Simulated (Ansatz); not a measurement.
# MP2/STO-3G run of BSiH5 (SMILES B[SiH3])

What is the vertical singlet–triplet gap of BSiH5 at MP2/STO-3G? 

The calculation is run with Ansatz 0.2.0.

47 further runs of the same task are left out: 47 set aside as unsound or not needed.

## Step 1: The system as given

The species is BSiH5 (7 atoms), meant as a singlet with charge 0. SMILES: `B[SiH3]`. The shape is that of a PBE0-D4/def2-TZVP optimisation.

Bond lengths: B1–Si2 2.010 Å, B1–H3 1.196 Å, B1–H4 1.195 Å, Si2–H5 1.492 Å, Si2–H6 1.492 Å, Si2–H7 1.487 Å. Angles: B1–Si2–H5 108.8°, B1–Si2–H6 108.8°, B1–Si2–H7 115.1°, Si2–B1–H3 118.9°, Si2–B1–H4 123.6°, H5–Si2–H6 107.3°, H5–Si2–H7 108.3°, H6–Si2–H7 108.3°, H3–B1–H4 117.5°.

## Step 2: The energy at MP2/STO-3G

Contents of in.yaml:

```yaml
crystal:
  periodic: [false, false, false]
  atoms:
    - {symbol: B, position_ang: [-0.043200, -1.189000, 0.204300]}
    - {symbol: Si, position_ang: [0.089100, 0.785300, -0.148500]}
    - {symbol: H, position_ang: [-1.126000, -1.690600, 0.290100]}
    - {symbol: H, position_ang: [0.906400, -1.902500, 0.335400]}
    - {symbol: H, position_ang: [-0.616000, 1.093400, -1.427200]}
    - {symbol: H, position_ang: [-0.623600, 1.516700, 0.939600]}
    - {symbol: H, position_ang: [1.474500, 1.318800, -0.239500]}
basis:
  gaussian:
    orbitals: STO-3G
correlation:
  method: mp2
  frozen_orbitals: {B: 1, H: 0, Si: 5}
accuracy: high
```

Run with:

```bash
$ ansatz run in.yaml --threads 1 --pin off --max-ram 2610MiB --events-out events.jsonl --progress --plain --runs-dir runs
```

The log of the run:

```text
Warning: RAYON_NUM_THREADS=1 ignored (pool sized by the plan → 1); use --threads N
Functional definition: HF
  name "HF"
  exchange = exact_x
  correlation = 0
334 factors; integrals over basis functions are off by at most 1.3e-8 eV
mean field evaluation 1: about -8512.0998 eV, gradient 1.3e1 eV
mean field evaluation 2: about -8512.1011 eV, gradient 1.2e1 eV
mean field evaluation 4: about -8512.8774 eV, gradient 4.6e-1 eV
mean field evaluation 8: about -8512.8778 eV, gradient 1.9e-5 eV
mean field -8512.87781859 eV, -312.8424895974 hartree, gradient 2.9e-8 eV, S^2 0.000000; 0 other end points of the search recorded, 0 dependent functions left out
6 core orbitals not correlated: weight in the atoms' cores, before any rotation towards them, 1.000 or more for the frozen orbitals, at most 0.000 for the correlated occupied ones
reference -8512.87781859 eV, -312.8424895974 hartree; 6, 6 occupied and 7, 7 virtual orbitals, 334 factors
second order -2.05144123 eV of doubles, -0.00000000 eV of singles
Total energy: -8514.92925982 eV, -312.9178786720 hartree
```

Wall time 0.08 s (1 thread of Arm Neoverse V2, shared host).

## Step 3: The triplet, same level

Contents of input.yaml:

```yaml
crystal:
  periodic: [false, false, false]
  atoms:
    - {symbol: B, position_ang: [-0.043200, -1.189000, 0.204300]}
    - {symbol: Si, position_ang: [0.089100, 0.785300, -0.148500]}
    - {symbol: H, position_ang: [-1.126000, -1.690600, 0.290100]}
    - {symbol: H, position_ang: [0.906400, -1.902500, 0.335400]}
    - {symbol: H, position_ang: [-0.616000, 1.093400, -1.427200]}
    - {symbol: H, position_ang: [-0.623600, 1.516700, 0.939600]}
    - {symbol: H, position_ang: [1.474500, 1.318800, -0.239500]}
basis:
  gaussian:
    orbitals: STO-3G
accuracy: high
magnetization:
  spin_polarized: true
  initial_magnetization: 2
correlation:
  method: mp2
  frozen_orbitals: {B: 1, H: 0, Si: 5}
```

Run with:

```bash
$ ansatz run input.yaml --threads 1 --pin off --max-ram 2610MiB --events-out events.jsonl --progress --plain --runs-dir runs
```

The log of the run:

```text
Warning: RAYON_NUM_THREADS=1 ignored (pool sized by the plan → 1); use --threads N
[... 4 set-up lines as earlier in the session ...]
334 factors; integrals over basis functions are off by at most 1.3e-8 eV
mean field evaluation 1: about -8507.0185 eV, gradient 9.9e0 eV
mean field evaluation 2: about -8507.0306 eV, gradient 9.8e0 eV
mean field evaluation 4: about -8508.0673 eV, gradient 9.4e-1 eV
mean field evaluation 8: about -8508.0887 eV, gradient 1.1e-2 eV
mean field -8508.08874853 eV, -312.6664945187 hartree, gradient 1.2e-8 eV, S^2 2.008795; 0 other end points of the search recorded, 0 dependent functions left out
6 core orbitals not correlated: weight in the atoms' cores, before any rotation towards them, 1.000 or more for the frozen orbitals, at most 0.000 for the correlated occupied ones
reference -8508.08874853 eV, -312.6664945187 hartree; 7, 5 occupied and 6, 8 virtual orbitals, 334 factors
second order -1.84744790 eV of doubles, -0.00000000 eV of singles
Total energy: -8509.93619642 eV, -312.7343869766 hartree
```

It took 0.1 s on 1 thread of Arm Neoverse V2, shared host.

## Step 4: Summary of results

At MP2/STO-3G, 6 core orbitals frozen:

| quantity | value |
| --- | --- |
| singlet: total energy | -312.91788 Eh |
| singlet: correlation energy (6 core orbitals frozen) | -75.4 mEh |
| triplet: total energy | -312.73439 Eh |
| triplet: correlation energy (6 core orbitals frozen) | -67.9 mEh |
| triplet: ⟨S²⟩ of the reference determinant | 2.009 |
| vertical energy of the triplet above the singlet | 4.993 eV |

At this shape the triplet lies 4.99 eV (115 kcal/mol) above the singlet. In a minimal basis such a difference can be off by several eV, whatever the method.
